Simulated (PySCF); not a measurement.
# Structure elucidation problem

An unknown has the formula C₄H₁₂NP. Its calculated NMR data are:

$^{1}$H NMR (400 MHz, computed): δ 2.27 (m, 6H), 1.09 (m, 6H).

$^{13}$C{$^{1}$H} NMR (computed): δ 43.4, 19.7.

[PySCF 2.14: geometry: PBE0-D3(BJ)/def2-TZVP; NMR shieldings at B97-2/pcSseg-2/GIAO; non-relativistic; one computed conformer; no solvent model; fast rotation and ring inversion assumed for equivalent nuclei]

Chemical shifts δ = σref − σ; $^{1}$H and $^{13}$C vs TMS, all at this level.

Task: What is the structure?

Result: 
- 2 carbon signals for 4 carbons: some carbons are equivalent by symmetry or fast rotation.
- Carbon types of the structure: 4 × CH3, which accounts for all hydrogens.
- δC 43.4: methyl carbon bonded to N; deshielded by the electronegative neighbour.
- δC 19.7: methyl carbon bonded to P.
- δH 2.27: hydrogen on a methyl carbon bonded to N; its carbon carries N, which withdraws density.
- δH 1.09: hydrogen on a methyl carbon bonded to P.

The compound is `CN(C)P(C)C`.

The shifts were computed for this structure.

Splittings by $^{31}$P in the carbon and heteronuclear signals aren't shown, as no couplings were computed. Shifts are as computed. Against solution values, carbons near 30 ppm lie about +3 ppm off and those near 130 ppm about +7 ppm. Of 1211 compounds with measured shifts, 218 miss one by over three times the rms of a fit or turn the order of signals round; such compounds aren't used in these exercises. Multiplicities follow the n + 1 count of equivalent neighbours, as no J values were calculated; m marks all less simple cases, F and P coupling included.
